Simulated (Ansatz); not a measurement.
# C3H9NS: inversion of the pyramid at N3

How high is the barrier for the inversion of the pyramid at N3? Relax the two ends, then run a nudged elastic band between them. SMILES of the start: CC(N)CS.

All numbers below are computed with Ansatz 0.2.0 (RKS CAM-B3LYP-D4/def2-SVP).

### Step 1. Starting point

Bond lengths: C1–C2 1.494 Å, C2–N3 1.450 Å, C2–C4 1.548 Å, C4–S5 1.760 Å, C1–H6 1.173 Å, C1–H7 1.080 Å, C1–H8 1.057 Å, C2–H9 1.141 Å, N3–H10 1.047 Å, N3–H11 1.054 Å, C4–H12 1.110 Å, C4–H13 1.178 Å, S5–H14 1.311 Å. Angles (14 of 22 angles, heavy atoms first): C1–C2–N3 106.0°, C1–C2–C4 114.7°, N3–C2–C4 110.7°, C2–C4–S5 116.7°, C1–C2–H9 107.5°, N3–C2–H9 109.2°, C4–C2–H9 108.5°, C2–C1–H6 108.6°, C2–C1–H7 112.6°, C2–C1–H8 112.9°, C2–N3–H10 108.4°, C2–N3–H11 109.3°, C2–C4–H12 107.8°, C2–C4–H13 108.0°.

As a file:

```xyz
14

C    -1.3224   -0.2333    0.8955
C     0.0343    0.1158    0.3759
N     0.8011   -1.1149    0.4016
C     0.0449    0.7386   -1.0409
S     1.6211    1.1222   -1.7233
H    -1.9830    0.7358    0.8962
H    -1.8486   -0.9226    0.2518
H    -1.3063   -0.5672    1.8984
H     0.4992    0.8617    1.1028
H     1.8063   -0.8824    0.2221
H     0.8353   -1.4825    1.3886
H    -0.5019    0.0496   -1.7186
H    -0.6621    1.6808   -1.0305
H     1.9692   -0.1307   -1.8909
```

### Step 2. Relaxing end A

input.yaml

```yaml
crystal:
  periodic: [false, false, false]
  atoms:
    - { symbol: C, position_ang: [-1.3224, -0.2333, 0.8955] }
    - { symbol: C, position_ang: [0.0343, 0.1158, 0.3759] }
    - { symbol: "N", position_ang: [0.8011, -1.1149, 0.4016] }
    - { symbol: C, position_ang: [0.0449, 0.7386, -1.0409] }
    - { symbol: S, position_ang: [1.6211, 1.1222, -1.7233] }
    - { symbol: H, position_ang: [-1.983, 0.7358, 0.8962] }
    - { symbol: H, position_ang: [-1.8486, -0.9226, 0.2518] }
    - { symbol: H, position_ang: [-1.3063, -0.5672, 1.8984] }
    - { symbol: H, position_ang: [0.4992, 0.8617, 1.1028] }
    - { symbol: H, position_ang: [1.8063, -0.8824, 0.2221] }
    - { symbol: H, position_ang: [0.8353, -1.4825, 1.3886] }
    - { symbol: H, position_ang: [-0.5019, 0.0496, -1.7186] }
    - { symbol: H, position_ang: [-0.6621, 1.6808, -1.0305] }
    - { symbol: H, position_ang: [1.9692, -0.1307, -1.8909] }
basis:
  gaussian: { orbitals: def2-SVP }
hamiltonian:
  xc: cam_b3lyp
  dispersion: d4
relax:
  f_tol: 0.015
  max_steps: 40
```

Run with:

```sh
$ ansatz run input.yaml --threads 2 --pin off --max-ram 3072MiB --backend cpu --events-out ev --progress --plain --runs-dir out
```

Output (excerpt; [...] marks lines left out):

```text
Warning: RAYON_NUM_THREADS=2 ignored (pool sized by the plan → 2); use --threads N
[...]
Functional definition: CAM-B3LYP
[...]
1335 factors; integrals over basis functions are off by at most 3.6e-4 eV
429 factors; integrals over basis functions are off by at most 4.8e-7 eV
[...]
mean field -15573.47231855 eV, -572.3145516279 hartree, gradient 3.3e-5 eV, S^2 0.000000; 0 other end points of the search recorded, 0 dependent functions left out
[...]
reference -15573.47243310 eV, -572.3145558378 hartree; 25, 25 occupied and 94, 94 virtual orbitals, 1335 factors
relax step   1: F+E_penalty+E_count = -15573.71997876 eV  Δ(F+E_penalty+E_count) = +0.000e0 eV  max|allowed force component| = 3.377e0 eV/Å  Δτ_max = 0.0000 Å  (27 SCF iters, accepted)
[...]
relax step   6: F+E_penalty+E_count = -15574.18169227 eV  Δ(F+E_penalty+E_count) = -5.366e-4 eV  max|allowed force component| = 2.412e-2 eV/Å  Δτ_max = 0.0150 Å  (25 SCF iters, accepted)
[...]
relax step   7: F+E_penalty+E_count = -15574.18177267 eV  Δ(F+E_penalty+E_count) = -8.040e-5 eV  max|allowed force component| = 8.084e-3 eV/Å  Δτ_max = 0.0093 Å  (24 SCF iters, accepted)
1335 factors; integrals over basis functions are off by at most 3.0e-4 eV
429 factors; integrals over basis functions are off by at most 5.2e-7 eV
[...]
mean field -15573.93413392 eV, -572.3315230299 hartree, gradient 2.7e-5 eV, S^2 0.000000; 1 other end points of the search recorded, 0 dependent functions left out
[...]
reference -15573.93425003 eV, -572.3315272969 hartree; 25, 25 occupied and 94, 94 virtual orbitals, 1335 factors
Total energy: -15574.18188878 eV, -572.3406278531 hartree
Atom 0 at    -1.367412    -0.184527     0.891091 Å, force    -0.001061     0.000267    -0.000192 eV/Å
Atom 1 at     0.044047     0.132870     0.417723 Å, force     0.008084     0.002791    -0.002386 eV/Å
Atom 2 at     0.841598    -1.083610     0.416604 Å, force    -0.007285    -0.007556     0.005189 eV/Å
Atom 3 at     0.005985     0.715527    -0.992454 Å, force    -0.003730    -0.003896    -0.002221 eV/Å
Atom 4 at     1.640217     1.119092    -1.694961 Å, force     0.001297     0.002907    -0.002244 eV/Å
Atom 5 at    -2.006050     0.710890     0.871808 Å, force    -0.001866    -0.000382    -0.000191 eV/Å
Atom 6 at    -1.819580    -0.955852     0.249346 Å, force     0.000627     0.000007     0.000189 eV/Å
Atom 7 at    -1.358861    -0.566002     1.924064 Å, force     0.000306    -0.000781     0.000715 eV/Å
Atom 8 at     0.464763     0.917657     1.081752 Å, force    -0.000006    -0.000476     0.000428 eV/Å
Atom 9 at     1.816977    -0.852365     0.233998 Å, force     0.004428     0.002191     0.000142 eV/Å
Atom 10 at     0.815461    -1.526060     1.333574 Å, force    -0.000392     0.001574    -0.001380 eV/Å
Atom 11 at    -0.510523     0.021762    -1.671236 Å, force    -0.000776     0.002990     0.000273 eV/Å
Atom 12 at    -0.552666     1.662713    -0.992388 Å, force     0.002598    -0.001224    -0.000548 eV/Å
Atom 13 at     1.973146    -0.141192    -2.040221 Å, force    -0.002224     0.001588     0.002225 eV/Å
Dipole moment:    -0.093789    -0.102533     0.264558 e Å
```

Wall time 33 s (2 threads of Arm Neoverse V1, shared host); peak memory 0.35 GiB.

Step by step:

```
step  energy from step 1 (eV)  largest force component (eV/Å)
   1                   0.0000                          3.3771
   2                  -0.4034                          1.2602
   3                  -0.4546                          0.2978
   4                  -0.4608                          0.0768
   5                  -0.4612                          0.0750
   6                  -0.4617                          0.0241
   7                  -0.4618                          0.0081
```

Step 1 is the start.

After: Bond lengths: C1–C2 1.522 Å, C2–N3 1.455 Å, C2–C4 1.526 Å, C4–S5 1.824 Å, C1–H6 1.100 Å, C1–H7 1.101 Å, C1–H8 1.101 Å, C2–H9 1.111 Å, N3–H10 1.019 Å, N3–H11 1.018 Å, C4–H12 1.099 Å, C4–H13 1.100 Å, S5–H14 1.348 Å. Angles (14 of 22 angles, heavy atoms first): C1–C2–N3 109.5°, C1–C2–C4 110.1°, N3–C2–C4 109.4°, C2–C4–S5 114.7°, C1–C2–H9 108.2°, N3–C2–H9 112.6°, C4–C2–H9 107.0°, C2–C1–H6 111.3°, C2–C1–H7 110.2°, C2–C1–H8 110.9°, C2–N3–H10 109.6°, C2–N3–H11 110.4°, C2–C4–H12 110.0°, C2–C4–H13 110.0°.

### Step 3. End point B

The second end starts from a geometry with the move made by hand.

Edit input.yaml of step 2 so:

```diff
@@ -12,4 +12,4 @@
     - { symbol: H, position_ang: [0.4992, 0.8617, 1.1028] }
-    - { symbol: H, position_ang: [1.8063, -0.8824, 0.2221] }
-    - { symbol: H, position_ang: [0.8353, -1.4825, 1.3886] }
+    - { symbol: H, position_ang: [1.127, -1.32222, -0.5718] }
+    - { symbol: H, position_ang: [0.15331, -1.92407, 0.59155] }
     - { symbol: H, position_ang: [-0.5019, 0.0496, -1.7186] }
```

Run with:

```sh
$ ansatz run input.yaml --threads 2 --pin off --max-ram 3072MiB --backend cpu --events-out ev --progress --plain --runs-dir out
```

Output:

```text
Warning: RAYON_NUM_THREADS=2 ignored (pool sized by the plan → 2); use --threads N
The last accepted step is kept in <dir> (removed where the run ends without a failure and the disk answers)
Engine: ansatz 0.2.0, aarch64-unknown-linux-gnu
[... 1 set-up line as earlier in the session ...]
  parameter alpha = 0.19
  parameter beta = 0.46
  parameter omega = 0.33/bohr
  parameter ac = 0.81
  exchange = (1 - alpha - beta)*b88_x + beta*b88_x_sr(omega) + alpha*exact_x + beta*exact_x_lr(omega)
  correlation = (1 - ac)*vwn5_c + ac*lyp_c
1335 factors; integrals over basis functions are off by at most 4.1e-4 eV
429 factors; integrals over basis functions are off by at most 5.1e-7 eV
mean field evaluation 1: about -15567.1974 eV, gradient 5.1e1 eV
mean field evaluation 2: about -15567.2284 eV, gradient 5.1e1 eV
mean field evaluation 4: about -15573.1498 eV, gradient 1.6e0 eV
mean field evaluation 8: about -15573.1850 eV, gradient 9.3e-2 eV
mean field evaluation 16: about -15573.1850 eV, gradient 4.6e-5 eV
mean field -15573.18500921 eV, -572.3039932047 hartree, gradient 4.6e-5 eV, S^2 0.000000; 0 other end points of the search recorded, 0 dependent functions left out
the calculation of the forces begins
reference -15573.18512129 eV, -572.3039973232 hartree; 25, 25 occupied and 94, 94 virtual orbitals, 1335 factors
relax step   1: F+E_penalty+E_count = -15573.43424295 eV  Δ(F+E_penalty+E_count) = +0.000e0 eV  max|allowed force component| = 3.713e0 eV/Å  Δτ_max = 0.0000 Å  (27 SCF iters, accepted)
these checks for a lower state are left out or cut short: starts, cluster_reference, orbital_swaps, neighbouring_geometries, increment
1335 factors; integrals over basis functions are off by at most 3.3e-4 eV
429 factors; integrals over basis functions are off by at most 5.7e-7 eV
mean field -15573.65427033 eV, -572.3212382328 hartree, gradient 2.2e-5 eV, S^2 0.000000; 0 other end points of the search recorded, 0 dependent functions left out
the calculation of the forces begins
reference -15573.65438367 eV, -572.3212423979 hartree; 25, 25 occupied and 94, 94 virtual orbitals, 1335 factors
relax step   2: F+E_penalty+E_count = -15573.90106957 eV  Δ(F+E_penalty+E_count) = -4.668e-1 eV  max|allowed force component| = 1.103e0 eV/Å  Δτ_max = 0.1940 Å  (30 SCF iters, accepted)
these checks for a lower state are left out or cut short: starts, cluster_reference, orbital_swaps, neighbouring_geometries, increment
1335 factors; integrals over basis functions are off by at most 2.9e-4 eV
429 factors; integrals over basis functions are off by at most 5.9e-7 eV
mean field -15573.71624130 eV, -572.3235156239 hartree, gradient 1.0e-5 eV, S^2 0.000000; 0 other end points of the search recorded, 0 dependent functions left out
the calculation of the forces begins
reference -15573.71635507 eV, -572.3235198047 hartree; 25, 25 occupied and 94, 94 virtual orbitals, 1335 factors
relax step   3: F+E_penalty+E_count = -15573.96258346 eV  Δ(F+E_penalty+E_count) = -6.151e-2 eV  max|allowed force component| = 2.371e-1 eV/Å  Δτ_max = 0.0619 Å  (29 SCF iters, accepted)
these checks for a lower state are left out or cut short: starts, cluster_reference, orbital_swaps, neighbouring_geometries, increment
1335 factors; integrals over basis functions are off by at most 2.8e-4 eV
429 factors; integrals over basis functions are off by at most 5.7e-7 eV
mean field evaluation 32: about -15573.5696 eV, gradient 6.5e0 eV
mean field -15573.75380874 eV, -572.3248962019 hartree, gradient 9.8e-6 eV, S^2 0.000000; 0 other end points of the search recorded, 0 dependent functions left out
the calculation of the forces begins
reference -15573.75392244 eV, -572.3249003802 hartree; 25, 25 occupied and 94, 94 virtual orbitals, 1335 factors
relax step   4: F+E_penalty+E_count = -15574.00086601 eV  Δ(F+E_penalty+E_count) = -3.828e-2 eV  max|allowed force component| = 2.384e-1 eV/Å  Δτ_max = 0.1586 Å  (30 SCF iters, accepted)
these checks for a lower state are left out or cut short: starts, cluster_reference, orbital_swaps, neighbouring_geometries, increment
1335 factors; integrals over basis functions are off by at most 3.3e-4 eV
429 factors; integrals over basis functions are off by at most 5.4e-7 eV
mean field -15573.79381168 eV, -572.3263662827 hartree, gradient 1.4e-5 eV, S^2 0.000000; 0 other end points of the search recorded, 0 dependent functions left out
the calculation of the forces begins
reference -15573.79392558 eV, -572.3263704682 hartree; 25, 25 occupied and 94, 94 virtual orbitals, 1335 factors
relax step   5: F+E_penalty+E_count = -15574.04075781 eV  Δ(F+E_penalty+E_count) = -3.989e-2 eV  max|allowed force component| = 7.093e-1 eV/Å  Δτ_max = 0.1950 Å  (30 SCF iters, accepted)
these checks for a lower state are left out or cut short: starts, cluster_reference, orbital_swaps, neighbouring_geometries, increment
1335 factors; integrals over basis functions are off by at most 3.4e-4 eV
429 factors; integrals over basis functions are off by at most 5.0e-7 eV
mean field -15573.85828266 eV, -572.3287355474 hartree, gradient 2.0e-5 eV, S^2 0.000000; 0 other end points of the search recorded, 0 dependent functions left out
the calculation of the forces begins
reference -15573.85839633 eV, -572.3287397246 hartree; 25, 25 occupied and 94, 94 virtual orbitals, 1335 factors
relax step   6: F+E_penalty+E_count = -15574.10592618 eV  Δ(F+E_penalty+E_count) = -6.517e-2 eV  max|allowed force component| = 3.442e-1 eV/Å  Δτ_max = 0.2000 Å  (30 SCF iters, accepted)
these checks for a lower state are left out or cut short: starts, cluster_reference, orbital_swaps, neighbouring_geometries, increment
1335 factors; integrals over basis functions are off by at most 4.0e-4 eV
429 factors; integrals over basis functions are off by at most 5.3e-7 eV
mean field -15573.89053958 eV, -572.3299209673 hartree, gradient 2.6e-5 eV, S^2 0.000000; 0 other end points of the search recorded, 0 dependent functions left out
the calculation of the forces begins
reference -15573.89065411 eV, -572.3299251762 hartree; 25, 25 occupied and 94, 94 virtual orbitals, 1335 factors
relax step   7: F+E_penalty+E_count = -15574.13739865 eV  Δ(F+E_penalty+E_count) = -3.147e-2 eV  max|allowed force component| = 3.058e-1 eV/Å  Δτ_max = 0.2000 Å  (29 SCF iters, accepted)
these checks for a lower state are left out or cut short: starts, cluster_reference, orbital_swaps, neighbouring_geometries, increment
1335 factors; integrals over basis functions are off by at most 4.3e-4 eV
429 factors; integrals over basis functions are off by at most 5.8e-7 eV
mean field evaluation 64: about -15573.8991 eV, gradient 4.3e-4 eV
mean field -15573.89908379 eV, -572.3302349614 hartree, gradient 2.4e-5 eV, S^2 0.000000; 0 other end points of the search recorded, 0 dependent functions left out
the calculation of the forces begins
reference -15573.89919884 eV, -572.3302391895 hartree; 25, 25 occupied and 94, 94 virtual orbitals, 1335 factors
relax step   8: F+E_penalty+E_count = -15574.14643150 eV  Δ(F+E_penalty+E_count) = -9.033e-3 eV  max|allowed force component| = 1.755e-1 eV/Å  Δτ_max = 0.1436 Å  (30 SCF iters, accepted)
these checks for a lower state are left out or cut short: starts, cluster_reference, orbital_swaps, neighbouring_geometries, increment
1335 factors; integrals over basis functions are off by at most 4.4e-4 eV
429 factors; integrals over basis functions are off by at most 5.5e-7 eV
mean field -15573.90590270 eV, -572.3304855517 hartree, gradient 1.9e-5 eV, S^2 0.000000; 0 other end points of the search recorded, 0 dependent functions left out
the calculation of the forces begins
reference -15573.90601712 eV, -572.3304897566 hartree; 25, 25 occupied and 94, 94 virtual orbitals, 1335 factors
relax step   9: F+E_penalty+E_count = -15574.15366893 eV  Δ(F+E_penalty+E_count) = -7.237e-3 eV  max|allowed force component| = 7.330e-2 eV/Å  Δτ_max = 0.1088 Å  (29 SCF iters, accepted)
these checks for a lower state are left out or cut short: starts, cluster_reference, orbital_swaps, neighbouring_geometries, increment
1335 factors; integrals over basis functions are off by at most 4.4e-4 eV
429 factors; integrals over basis functions are off by at most 5.3e-7 eV
mean field -15573.90680792 eV, -572.3305188179 hartree, gradient 7.6e-6 eV, S^2 0.000000; 0 other end points of the search recorded, 0 dependent functions left out
the calculation of the forces begins
reference -15573.90692188 eV, -572.3305230060 hartree; 25, 25 occupied and 94, 94 virtual orbitals, 1335 factors
relax step  10: F+E_penalty+E_count = -15574.15484160 eV  Δ(F+E_penalty+E_count) = -1.173e-3 eV  max|allowed force component| = 3.816e-2 eV/Å  Δτ_max = 0.0608 Å  (30 SCF iters, accepted)
these checks for a lower state are left out or cut short: starts, cluster_reference, orbital_swaps, neighbouring_geometries, increment
1335 factors; integrals over basis functions are off by at most 4.4e-4 eV
429 factors; integrals over basis functions are off by at most 5.3e-7 eV
mean field -15573.90717131 eV, -572.3305321723 hartree, gradient 2.3e-5 eV, S^2 0.000000; 0 other end points of the search recorded, 0 dependent functions left out
the calculation of the forces begins
reference -15573.90728522 eV, -572.3305363584 hartree; 25, 25 occupied and 94, 94 virtual orbitals, 1335 factors
relax step  11: F+E_penalty+E_count = -15574.15517507 eV  Δ(F+E_penalty+E_count) = -3.335e-4 eV  max|allowed force component| = 2.157e-2 eV/Å  Δτ_max = 0.0165 Å  (25 SCF iters, accepted)
these checks for a lower state are left out or cut short: starts, cluster_reference, orbital_swaps, neighbouring_geometries, increment
1335 factors; integrals over basis functions are off by at most 4.4e-4 eV
429 factors; integrals over basis functions are off by at most 5.3e-7 eV
mean field -15573.90745834 eV, -572.3305427205 hartree, gradient 6.4e-6 eV, S^2 0.000000; 0 other end points of the search recorded, 0 dependent functions left out
the calculation of the forces begins
reference -15573.90757216 eV, -572.3305469032 hartree; 25, 25 occupied and 94, 94 virtual orbitals, 1335 factors
relax step  12: F+E_penalty+E_count = -15574.15535318 eV  Δ(F+E_penalty+E_count) = -1.781e-4 eV  max|allowed force component| = 1.876e-2 eV/Å  Δτ_max = 0.0258 Å  (31 SCF iters, accepted)
these checks for a lower state are left out or cut short: starts, cluster_reference, orbital_swaps, neighbouring_geometries, increment
1335 factors; integrals over basis functions are off by at most 4.4e-4 eV
429 factors; integrals over basis functions are off by at most 5.3e-7 eV
mean field evaluation 96: about -15573.9074 eV, gradient 7.5e-5 eV
mean field -15573.90743610 eV, -572.3305419031 hartree, gradient 8.9e-5 eV, S^2 0.000000; 0 other end points of the search recorded, 0 dependent functions left out
the calculation of the forces begins
reference -15573.90754990 eV, -572.3305460852 hartree; 25, 25 occupied and 94, 94 virtual orbitals, 1335 factors
relax step  13: F+E_penalty+E_count = -15574.15536982 eV  Δ(F+E_penalty+E_count) = -1.663e-5 eV  max|allowed force component| = 5.655e-3 eV/Å  Δτ_max = 0.0041 Å  (21 SCF iters, accepted)
1335 factors; integrals over basis functions are off by at most 4.4e-4 eV
429 factors; integrals over basis functions are off by at most 5.3e-7 eV
mean field -15573.90743610 eV, -572.3305419031 hartree, gradient 8.9e-5 eV, S^2 0.000000; 1 other end points of the search recorded, 0 dependent functions left out
the calculation of the forces begins
reference -15573.90754990 eV, -572.3305460852 hartree; 25, 25 occupied and 94, 94 virtual orbitals, 1335 factors
Total energy: -15574.15548362 eV, -572.3396574813 hartree
Atom 0 at    -1.413590    -0.134596     0.926183 Å, force     0.001710     0.000076     0.001522 eV/Å
Atom 1 at    -0.003745     0.054762     0.380846 Å, force    -0.003389    -0.000862    -0.002596 eV/Å
Atom 2 at     0.715006    -1.204205     0.450945 Å, force    -0.000633     0.000882     0.001112 eV/Å
Atom 3 at    -0.061908     0.684628    -1.018128 Å, force     0.003361    -0.002764     0.001124 eV/Å
Atom 4 at     1.560678     1.020414    -1.776384 Å, force    -0.001499     0.005655     0.000464 eV/Å
Atom 5 at    -1.970067     0.814097     0.948911 Å, force     0.000879    -0.000930    -0.000402 eV/Å
Atom 6 at    -1.982013    -0.841180     0.298409 Å, force     0.000158     0.000082     0.000025 eV/Å
Atom 7 at    -1.372819    -0.546488     1.943553 Å, force     0.000114    -0.000315    -0.000475 eV/Å
Atom 8 at     0.532309     0.764913     1.033317 Å, force    -0.000400    -0.000078    -0.000350 eV/Å
Atom 9 at     1.681439    -1.084879     0.154154 Å, force    -0.000929    -0.000680     0.000237 eV/Å
Atom 10 at     0.288492    -1.901807    -0.159264 Å, force     0.000560     0.000612     0.000145 eV/Å
Atom 11 at    -0.658014     0.056753    -1.699545 Å, force    -0.000146     0.000408     0.000991 eV/Å
Atom 12 at    -0.559265     1.665151    -0.972554 Å, force     0.001378     0.001067    -0.001677 eV/Å
Atom 13 at     1.869309    -0.258052    -2.072692 Å, force    -0.001164    -0.003153    -0.000120 eV/Å
Dipole moment:    -0.186377    -0.148745    -0.142228 e Å
```

It took 56 s on 2 threads of Arm Neoverse V1, shared host; peak memory 0.35 GiB.

Step by step:

```
step  energy from step 1 (eV)  largest force component (eV/Å)
   1                   0.0000                          3.7129
   2                  -0.4668                          1.1030
   3                  -0.5283                          0.2371
   4                  -0.5666                          0.2384
   5                  -0.6065                          0.7093
   6                  -0.6717                          0.3442
   7                  -0.7032                          0.3058
   8                  -0.7122                          0.1755
   9                  -0.7194                          0.0733
  10                  -0.7206                          0.0382
  11                  -0.7209                          0.0216
  12                  -0.7211                          0.0188
  13                  -0.7211                          0.0057
```

Step 1 is the start.

After: Bond lengths: C1–C2 1.523 Å, C2–N3 1.451 Å, C2–C4 1.535 Å, C4–S5 1.822 Å, C1–H6 1.100 Å, C1–H7 1.103 Å, C1–H8 1.098 Å, C2–H9 1.103 Å, N3–H10 1.018 Å, N3–H11 1.020 Å, C4–H12 1.102 Å, C4–H13 1.100 Å, S5–H14 1.348 Å. Angles (14 of 22 angles, heavy atoms first): C1–C2–N3 109.5°, C1–C2–C4 110.0°, N3–C2–C4 114.7°, C2–C4–S5 114.9°, C1–C2–H9 108.5°, N3–C2–H9 106.8°, C4–C2–H9 107.0°, C2–C1–H6 111.6°, C2–C1–H7 110.7°, C2–C1–H8 110.1°, C2–N3–H10 110.8°, C2–N3–H11 110.9°, C2–C4–H12 110.5°, C2–C4–H13 110.2°.

[end of part 1 of 2]
